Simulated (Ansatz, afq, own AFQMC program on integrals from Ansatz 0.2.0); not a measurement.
## Where AFQMC and coupled cluster stand for Au, doublet

A free Au atom.

Basis def2-TZVPP with its core potentials. Only valence electrons are correlated. Integrals, coupled cluster, full CI and functionals: Ansatz 0.2.0; the random walks run on the same integrals in our own AFQMC program. The CISD trial takes its coefficients from CCSD amplitudes. Released means that phaseless walkers are propagated on without the constraint, phases kept. Free projection: walkers drawn from exp(T), propagated without any constraint. Its projection time is finite, and what remains of the start isn't in its error. ± is one standard error of the sampling. No spin–orbit coupling. The metal's outer-core s and p shells are frozen, which shifts wave-function levels against functionals.

Determinant: UHF, the one that the program's search chose, which needn't be the lowest solution.

No full CI on the walks' own integrals is used here; CCSDT(Q) serves as the reference and is uncertain by about the last step of the cluster series.

Cautions: no spin-orbit coupling; outer-core shells of the metal frozen; the released energies are still falling, so no released level is given (meV from the phaseless value at times in 1/Eh: -6 ± 3 at 0.24, -3 ± 3 at 0.50, -8 ± 3 at 1.00, -13 ± 4 at 1.50), though the last usable value meets CCSDT(Q) within the noise.

```
T1 diagnostic                               : 0.0133
weight of the determinant in the CISD state : 0.918
⟨S²⟩ of the determinant                     : 0.753
size of the correlated space                : 11 electrons in 52 orbitals
```

Reference: CCSDT(Q), correlation energy -9.584 eV.

| level | E − E(reference) (kJ/mol) | share of correlation (%) |
| --- | --- | --- |
| HF | 924.7 | 0.00 |
| MP2 | -43.3 | 104.68 |
| CCSD | 32.2 | 96.52 |
| CCSD(T) | -2.0 | 100.22 |
| CCSDT | 0.4 | 99.96 |
| ph-AFQMC/HF | 0.5 ± 1.5 | 99.95 |
| ph-AFQMC/CISD | 1.2 ± 0.3 | 99.88 |
| free AFQMC | 0.0 ± 0.4 | 100.00 |

Free projections are given only where their last times agree within the noise and don't stop above the reference; a slow remainder of the start can still hide under it. A walk keeps the symmetry of its determinant, which the program's search chose and which needn't be the lowest solution, so a lower state of the same spin and another symmetry isn't excluded.
